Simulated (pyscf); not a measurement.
Hydrogen abstraction: H₃C–CH₂–SiH₃ (SMILES CC[SiH3]) + CH₃• (SMILES [CH3]) → H₃C–CH•–SiH₃ (SMILES C[CH][SiH3]) + CH₄ (SMILES C)

Gas phase, doublet surface, charge 0. Bonds broken: C2–H7. Bonds formed: H7–C12. Structures and frequencies: ωB97X-D3(BJ)/def2-SVP in PySCF.

Transition state (Å):

```xyz
15

C      0.1854    -1.0487     0.6307
C      0.0226     0.2260    -0.1822
Si     1.5806     1.0472    -0.8177
H     -0.7696    -1.3729     1.0762
H      0.9076    -0.9126     1.4530
H      0.5548    -1.8813     0.0064
H     -0.4862     1.1125     0.6224
H     -0.7590     0.1442    -0.9551
H      2.4906     1.3486     0.3299
H      2.3257     0.1712    -1.7756
H      1.2454     2.3260    -1.5128
C     -1.0602     1.9873     1.5534
H     -1.9693     1.4765     1.8936
H     -0.2935     2.0970     2.3305
H     -1.2510     2.9054     0.9841
```

One imaginary mode, 1740i cm⁻¹; descent along it reached the two sides named.

| bond | change | reactant side (Å) | saddle | product side |
|---|---|---|---|---|
| C2–H7 | breaks | 1.104 | 1.301 | 3.1 |
| H7–C12 | forms | 2.8 | 1.400 | 1.099 |

Electronic energies relative to the separated reactants (kJ/mol):

| level | barrier | reaction energy | reverse barrier |
|---|---|---|---|
| ωB97X-D3(BJ)/def2-TZVP | 45.6 | -38.7 | 84.3 |
| PBE/def2-TZVP | 24.0 | -44.6 | 68.6 |
| r²SCAN/def2-TZVP | 36.8 | -39.8 | 76.6 |
| B3LYP-D3(BJ)/def2-TZVP | 37.0 | -40.8 | 77.8 |
| PBE0-D3(BJ)/def2-TZVP | 34.5 | -39.2 | 73.7 |
| M06-2X/def2-TZVP | 49.4 | -37.3 | 86.7 |
| ωB97M-D3(BJ)/def2-TZVP | 50.4 | -37.2 | 87.6 |
| HF/def2-TZVP | 114.4 | -31.7 | 146.1 |

With ωB97M-D3(BJ)/def2-TZVP energies and thermal terms (ideal gas, 1 atm, RRHO with modes under 100 cm⁻¹ raised to 100, one conformer, R ln 2 for chiral ones without a mode under 150 cm⁻¹), in kJ/mol:

```
T (K)   ΔH‡    ΔG‡     ΔH     ΔG
-----  ----  -----  -----  -----
298    44.2   81.3  -33.8  -35.4
600    45.8  118.5  -35.0  -36.7
900    49.0  154.2  -35.9  -37.3
1200   52.6  188.8  -36.3  -37.7
```

H₃C–CH₂–SiH₃ lies 53.6 kJ/mol over its isomer H₃C–SiH₂–CH₃ (electronic energy, ωB97M-D3(BJ)/def2-TZVP). H₃C–CH•–SiH₃ lies 73.8 kJ/mol over its isomer H₃C–SiH•–CH₃ (electronic energy, ωB97M-D3(BJ)/def2-TZVP). This is the saddle that the search found; another between the same sides may lie lower. The angle at the transferred H is 176°.
